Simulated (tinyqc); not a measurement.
Worked calculation: UHF in the sto-3g basis, for H2O+, spin multiplicity 2. This run ends on a higher stationary point, not on the lowest solution. One step of it, computed by the program tinyqc.

Task: Orthogonalisation. S = U s U^T; symmetric (Loewdin) form X = U s^(-1/2) U^T, so that X^T S X = 1.

overlap S, lower triangle:
```
           1O 1s     1O 2s    1O 2px     1O 2py    1O 2pz     2H 1s     3H 1s
1O 1s   1.000000
1O 2s   0.236704  1.000000
1O 2px  0.000000  0.000000  1.000000
1O 2py  0.000000  0.000000  0.000000   1.000000
1O 2pz  0.000000  0.000000  0.000000   0.000000  1.000000
2H 1s   0.036736  0.375338  0.000000   0.274553  0.189295  1.000000
3H 1s   0.041704  0.406624  0.000000  -0.291252  0.200920  0.164538  1.000000
```

Give: eigenvalues of S; X.

Result:

eigenvalues of S: 0.4263  0.5130  0.8915  1.0000  1.0919  1.3256  1.7517

X, lower triangle:
```
          1O 1s    1O 2s  1O 2px   1O 2py   1O 2pz    2H 1s   3H 1s
1O 1s    1.0237
1O 2s   -0.1373   1.1637
1O 2px   0.0000   0.0000  1.0000
1O 2py   0.0007  -0.0095  0.0000   1.0814
1O 2pz  -0.0071   0.0691  0.0000  -0.0041   1.0337
2H 1s    0.0186  -0.2138  0.0000  -0.1772  -0.1059   1.1212
3H 1s    0.0201  -0.2425  0.0000   0.1924  -0.1174  -0.0563  1.1444
```
